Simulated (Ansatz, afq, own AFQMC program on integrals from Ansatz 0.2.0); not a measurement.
AFQMC on a folder of integrals that Ansatz 0.2.0 wrote.

```yaml
crystal:
  periodic: [false, false, false]
  atoms:
    - {symbol: Si, position_ang: [0.000000, 0.030957, 0.632254]}
    - {symbol: O, position_ang: [0.000000, -0.098798, -1.012863]}
    - {symbol: H, position_ang: [0.000000, 0.705682, -1.539731]}
basis:
  gaussian: {orbitals: cc-pVDZ}
magnetization: {spin_polarized: true, initial_magnetization: 1}
correlation: {method: ccsd_t, electrons: outside_noble_gas, hamiltonian_folder: ham}
```

```sh
$ ansatz run in.yaml --threads 1 --pin off --events-out ev --progress --plain --max-ram 1382MiB
```

Options of the walk:

```
--method free --trial cisd --walkers 60 --time-step 0.03 --max-blocks 80 --target-error 0.0004 --factor-cut 1e-05 --seed 618 --times 0,0.21,0.42,0.81,1.2,1.8,2.4,3 --taylor-order 8
```

Times are imaginary, in 1/Eh. The walk had a cap of 774 s.

afq prints:

```
orbitals 31  electrons 6 5  factors 225 of 357
reference energy -364.35558513 Eh
CCSD correlation -0.27107164 Eh in 12 cycles, weight of the determinant in the CISD state 0.8882
repeat  energy at the last time / Eh  error
    10  -364.633442  0.001376
    20  -364.634601  0.001067
    30  -364.634169  0.000804
    40  -364.634596  0.000667
    50  -364.634390  0.000582
    60  -364.634541  0.000550
    70  -364.634557  0.000542
    80  -364.634655  0.000501
time / (1/Eh)  energy / Eh  error  mean overlap
  0.00  -364.626150  0.000266  1.1237
  0.21  -364.630154  0.000299  1.1276
  0.42  -364.632247  0.000264  1.1235
  0.81  -364.634317  0.000369  1.1109
  1.20  -364.634971  0.000417  1.1033
  1.80  -364.634788  0.000479  1.1237
  2.40  -364.634387  0.000492  1.1201
  3.00  -364.634655  0.000501  1.1013
energy -364.634655 +/- 0.000501 Eh
```

The run passed its tests (error under three times the target), which doesn't prove that it has relaxed.

Against this walk (error 13.6 meV) on the same determinant: CCSD(T) 32.9 meV higher, CCSDT(Q) 5.8 meV lower (within the noise). The error is statistical, and a free projection of finite length keeps a remainder of its start.

Cautions: remainder of the start not in the error; error above the target (13.6 against 10.9 meV).

The walk took 2.4 min on 1 thread of Arm Neoverse V2 (shared host). The log's last line is the free-projection energy.

CCSDT and higher add their correlation energy to the determinant of the CCSD(T) run, since their own runs factorise the integrals more tightly (a shift of under 2 meV). A walk keeps the symmetry of its determinant, which the program's search chose and which needn't be the lowest solution, so a lower state of the same spin and another symmetry isn't excluded.
